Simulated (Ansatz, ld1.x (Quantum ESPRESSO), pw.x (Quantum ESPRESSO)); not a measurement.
# What a changed setting does to a pw.x run (sc B)

Potential: PAW, ld1.x (Quantum ESPRESSO) 7.5, LDA (PW92); core [He], reference 2s1 2p0; waves: 2s (bound): rcut 1.20, rcutus 1.65 bohr; 2s channel at -1.9 Ry: rcut 1.20, rcutus 1.65 bohr; 2p (bound, empty): rcut 2.20, rcutus 2.40 bohr; 2p channel at -1.5 Ry: rcut 2.20, rcutus 2.40 bohr; 3d channel at 0.2 Ry: rcut 1.50, rcutus 1.85 bohr; local part: all-electron potential smoothed inside 1.55 bohr (lloc = -1); core correction: a·sin(br)/r model core inside 0.85 bohr; augmentation: BESSEL, radius 1.35 bohr.

The reference run (k-mesh 17³, cutoffs 40/320 Ry, Fermi–Dirac 0.01 Ry, mixing_beta 0.4, conv_thr 1e-9, no spin) gives 1.16 GPa at 6.519 Å³/atom, where all-electron LAPW gives -1.14 GPa. This run, with its own iteration cap, changes smearing to gauss.

```
&control
  calculation='scf', prefix='x', pseudo_dir='./', outdir='./tmp', tstress=.true., disk_io='none'
/
&system
  ibrav=0, nat=1, ntyp=1, ecutwfc=40, ecutrho=320, nbnd=8,
  occupations='smearing', smearing='gauss', degauss=0.01
/
&electrons
  conv_thr=1e-09, mixing_beta=0.4, electron_maxstep=60
/
ATOMIC_SPECIES
B 1.0 B.UPF
CELL_PARAMETERS angstrom
  1.86807221 0.00000000 0.00000000
  0.00000000 1.86807221 0.00000000
  0.00000000 0.00000000 1.86807221
ATOMIC_POSITIONS crystal
B 0.0000 0.0000 0.0000
K_POINTS automatic
17 17 17 0 0 0
```

```bash
pw.x < B.scf.in > B.scf.out
```

How does the run end?

It converges in 5 iterations; the free energy moves by +7.8 meV/atom and the pressure by -0.10 GPa. Gaussian smearing of the same width is narrower in effect than Fermi–Dirac, so its quadratic term in F is smaller.

```
Message from routine setup:
     using ibrav=0 with symmetry is DISCOURAGED, use correct ibrav instead
     lattice parameter (alat)  =       3.5301  a.u.
     unit-cell volume          =      43.9924 (a.u.)^3
     number of electrons       =         3.00
     number of Kohn-Sham states=            8
     kinetic-energy cutoff     =      40.0000  Ry
     charge density cutoff     =     320.0000  Ry
     scf convergence threshold =      1.0E-09
     Exchange-correlation= SLA  PW   NOGX NOGC
     number of k points=   165  Gaussian smearing, width (Ry)=  0.0100
     iteration #  1     ecut=    40.00 Ry     beta= 0.40
     total energy              =     -10.88486210 Ry
     estimated scf accuracy    <       0.02233946 Ry
     iteration #  2     ecut=    40.00 Ry     beta= 0.40
     total energy              =     -10.90219887 Ry
     estimated scf accuracy    <       0.00712655 Ry
     iteration #  3     ecut=    40.00 Ry     beta= 0.40
     total energy              =     -10.90330922 Ry
     estimated scf accuracy    <       0.00020706 Ry
     iteration #  4     ecut=    40.00 Ry     beta= 0.40
     total energy              =     -10.90331679 Ry
     estimated scf accuracy    <       0.00000029 Ry
     iteration #  5     ecut=    40.00 Ry     beta= 0.40
     the Fermi energy is    10.3878 ev
!    total energy              =     -10.90331688 Ry
     estimated scf accuracy    <          9.5E-10 Ry
     smearing contrib. (-TS)   =      -0.00018508 Ry
     The total energy is F=E-TS. E is the sum of the following terms:
     one-electron contribution =       3.95112990 Ry
     hartree contribution      =       0.09676253 Ry
     xc contribution           =      -2.46982656 Ry
     ewald contribution        =      -7.23360608 Ry
     one-center paw contrib.   =      -5.24759158 Ry
     convergence has been achieved in   5 iterations
          total   stress  (Ry/bohr**3)                   (kbar)     P=       10.65
     Message from routine punch:
     Nothing written, as per user request (disk_io='none')
```

The run took about 1.8 s on one core of a shared host (Neoverse-V2, 96 threads, 742 GiB, load 75).
